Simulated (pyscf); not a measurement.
PySCF, gas phase, ωB97X-D3(BJ)/def2-SVP geometries.

### Question
How much does it cost (ΔH, 298 K, ωB97M-D3(BJ)/def2-TZVP) to split `[OH][TiH]([F])[F]` at its H–O bond into [O–TiH(F)–F]• + H•?

### Answer
H–O to [O–TiH(F)–F]• + H•: 122.8 kcal/mol. The 7 functionals that were run give +119.0 (r²SCAN) to +124.6 kcal/mol (M06-2X). The radicals are drawn with the spin at the cut bond; how far it spreads was not checked. [O–TiH(F)–F]• lies 71.4 kcal/mol over its isomer [HO–Ti(F)–F]•, and others may lie lower still (electronic energy, ωB97M-D3(BJ)). Open-shell species with a d-block atom are single-reference here; other states, and whether the spin sits on metal or ligand, were not checked.
